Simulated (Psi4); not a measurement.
**UPBE/heavy-aug-cc-pVDZ (sweep point 3) run of SiPH3Cl (SMILES [PH][SiH2]Cl)**

Aim: the vertical electron affinity of SiPH3Cl at UPBE/heavy-aug-cc-pVDZ (sweep point 3), from 2 runs. 

The calculation is run with Psi4 1.11.

**1. The structure to begin with**

SiPH3Cl has 6 atoms, charge 0, and is taken as a doublet. As SMILES, `[PH][SiH2]Cl`. The coordinates come from a GFN2-xTB relaxation. This is one conformer, not always the lowest.

Bond lengths: P1–Si2 2.228 Å, Si2–Cl3 2.029 Å, P1–H4 1.392 Å, Si2–H5 1.463 Å, Si2–H6 1.459 Å. Angles: P1–Si2–Cl3 110.6°, P1–Si2–H5 112.8°, P1–Si2–H6 108.5°, Cl3–Si2–H5 106.4°, Cl3–Si2–H6 107.9°, Si2–P1–H4 94.2°, H5–Si2–H6 110.6°.

**2. The energy at UPBE/heavy-aug-cc-pVDZ (sweep point 3)**

The input, input.dat:

```
memory 1.6 GB

molecule m {
  0 2
  P     -1.339730    -1.164950    -0.165130
  Si     0.470670     0.053950     0.283950
  Cl    -0.004750     2.023370     0.399910
  H     -1.621900    -0.494180    -1.352200
  H      1.500480    -0.061210    -0.748210
  H      0.995240    -0.356970     1.581680
  units angstrom
  symmetry c1
}

set basis heavy-aug-cc-pVDZ
set reference uks
set puream true
set scf_type pk
set dft_radial_points 99
set dft_spherical_points 590
set maxiter 150

energy('pbe')
print_variables()
```

On the command line:

```bash
$ psi4 -n 1 input.dat output.dat
```

output.dat:

```text
[...]
  Running in c1 symmetry.
[...]
  Nuclear repulsion =  183.698200664115490
[...]
  Multiplicity = 2
[...]
  Nalpha       = 25
  Nbeta        = 24
[...]
    Number of basis functions: 96
[...]
   @UKS iter   1: -1092.25723268002776   -9.94721e-02   3.75873e-03 ADIIS/DIIS
[...]
   @UKS iter   9: -1092.35837701078526   -1.79821e-08   7.12193e-07 DIIS
[...]
   @S^2 Observed:                7.539474940E-01
[...]
    Orbital Energies [Eh]
    ---------------------
    Alpha Occupied:
       1A   -100.681038     2A    -76.344334     3A    -65.472152
       4A     -9.182879     5A     -7.004732     6A     -6.997647
       7A     -6.997289     8A     -6.332020     9A     -5.102742
      10A     -4.554000    11A     -4.547931    12A     -4.545070
      13A     -3.516639    14A     -3.512992    15A     -3.512054
      16A     -0.768313    17A     -0.595759    18A     -0.483695
      19A     -0.368755    20A     -0.360394    21A     -0.333963
      22A     -0.307387    23A     -0.283927    24A     -0.256800
      25A     -0.232655
    Alpha Virtual:
[...]
  @UKS Final Energy: -1092.35837701078526
   => Energetics <=
    Nuclear Repulsion Energy =            183.6982006641154896
    One-Electron Energy =               -1876.1341097836902918
    Two-Electron Energy =                 673.0999418791648168
    DFT Exchange-Correlation Energy =     -73.0224097703753188
    Empirical Dispersion Energy =           0.0000000000000000
    VV10 Nonlocal Energy =                  0.0000000000000000
    Total Energy =                      -1092.3583770107852615
[...]
 Multipole Moments:
 ------------------------------------------------------------------------------------
     Multipole            Electronic (a.u.)      Nuclear  (a.u.)        Total (a.u.)
 ------------------------------------------------------------------------------------
 L = 1.  Multiply by 2.5417464519 to convert [e a0] to [Debye]
 Dipole X            :         -2.1925200            2.3509159            0.1583958
 Dipole Y            :          1.7204553           -1.9978231           -0.2773678
 Dipole Z            :          0.6752626           -0.8620916           -0.1868289
 Magnitude           :                                                    0.3700367
[...]
```

Wall time 22 s (1 thread of Intel Xeon 6975P-C (Granite Rapids), shared host); peak memory 0.92 GiB.

**3. The singlet anion, same level**

The input, calc.dat:

```
memory 1600 MB

molecule molecule1 {
  -1 1
  P     -1.339730    -1.164950    -0.165130
  Si     0.470670     0.053950     0.283950
  Cl    -0.004750     2.023370     0.399910
  H     -1.621900    -0.494180    -1.352200
  H      1.500480    -0.061210    -0.748210
  H      0.995240    -0.356970     1.581680
  symmetry c1
}

set {
  basis                heavy-aug-cc-pVDZ
  reference            rks
  puream               true
  scf_type             pk
  dft_radial_points    99
  dft_spherical_points 590
}

E, wfn = energy('pbe', return_wfn=True)
```

On the command line:

```bash
$ psi4 -n 1 calc.dat calc.out
```

calc.out:

```text
[...]
  Running in c1 symmetry.
[...]
  Nuclear repulsion =  183.698200664115490
[...]
  Multiplicity = 1
[...]
  Nalpha       = 25
  Nbeta        = 25
[...]
    Number of basis functions: 96
[...]
   @RKS iter   1: -1092.17741524940197   -1.96547e-02   5.65735e-03 DIIS/ADIIS
[...]
   @RKS iter  10: -1092.43207151346496   -2.67212e-08   7.16533e-07 DIIS
[...]
    Orbital Energies [Eh]
    ---------------------
    Doubly Occupied:
       1A   -100.509746     2A    -76.088858     3A    -65.283687
       4A     -9.012427     5A     -6.833455     6A     -6.827418
       7A     -6.827176     8A     -6.076191     9A     -4.912668
      10A     -4.295371    11A     -4.293013    12A     -4.289442
      13A     -3.326801    14A     -3.322832    15A     -3.322042
      16A     -0.598305    17A     -0.359185    18A     -0.289966
      19A     -0.192043    20A     -0.180637    21A     -0.147228
      22A     -0.117491    23A     -0.100686    24A     -0.039048
      25A      0.024516
[...]
  @RKS Final Energy: -1092.43207151346496
   => Energetics <=
    Nuclear Repulsion Energy =            183.6982006641154896
    One-Electron Energy =               -1885.9802920734432519
    Two-Electron Energy =                 683.0779508692424997
    DFT Exchange-Correlation Energy =     -73.2279309733796993
    Empirical Dispersion Energy =           0.0000000000000000
    VV10 Nonlocal Energy =                  0.0000000000000000
    Total Energy =                      -1092.4320715134649618
[...]
 Multipole Moments:
 ------------------------------------------------------------------------------------
     Multipole            Electronic (a.u.)      Nuclear  (a.u.)        Total (a.u.)
 ------------------------------------------------------------------------------------
 L = 1.  Multiply by 2.5417464519 to convert [e a0] to [Debye]
 Dipole X            :         -1.3436846            2.3509159            1.0072312
 Dipole Y            :          3.4562456           -1.9978231            1.4584225
 Dipole Z            :          1.1030216           -0.8620916            0.2409301
 Magnitude           :                                                    1.7887309
[...]
```

Wall time 18 s (1 thread of Intel Xeon 6975P-C (Granite Rapids), shared host); peak memory 0.92 GiB.

**4. What came out**

Level: UPBE/heavy-aug-cc-pVDZ (sweep point 3).

| quantity | value |
| --- | --- |
| doublet SiPH3Cl: total energy | -1092.35838 Eh |
| doublet SiPH3Cl: dipole moment | 0.94 D |
| doublet SiPH3Cl: HOMO energy (highest over α and β) | -6.33 eV |
| doublet SiPH3Cl: LUMO energy (lowest over α and β) | -4.74 eV |
| doublet SiPH3Cl: ⟨S²⟩ | 0.754 |
| singlet anion: total energy | -1092.43207 Eh |
| singlet anion: HOMO energy | 0.67 eV |
| singlet anion: LUMO energy | 3.00 eV |
| singlet anion: HOMO–LUMO gap (to an unbound level, set by the basis) | 2.33 eV |
| vertical electron affinity (to the singlet anion) | 2.005 eV |

**Reading.** At fixed nuclei the extra electron is bound by 2.01 eV (193 kJ/mol). The HOMO (singlet anion) lies at positive energy, 0.67 eV, as semi-local functionals often give for anions; only total energies tell whether the electron is bound.
